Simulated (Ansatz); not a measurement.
# H3O (charge +1), singlet: CASSCF and its corrections

Calculated in Ansatz's Gaussian-basis code. Basis cc-pVDZ, nonrelativistic, 1 orbital frozen in the corrections. State-specific CASSCF; RHF is the lowest restricted (open-shell) Hartree–Fock solution met. No symmetry is imposed, so a solution can break that of the shape. Lower solutions, or ones in other orbitals, may exist.

Geometry:

```xyz
4

O     0.0000    0.0000    0.0804
H     1.0184    0.0000   -0.2145
H    -0.5092    0.8819   -0.2145
H    -0.5092   -0.8819   -0.2145
```

Task: What do CASSCF and its corrections give against RHF in CAS(8,7), and what are the occupations?

Result: CASSCF -2.596 eV, SC-NEVPT2 -5.468 eV; occupations 2.00, 1.98, 1.98, 1.98, 0.02, 0.02, 0.02.
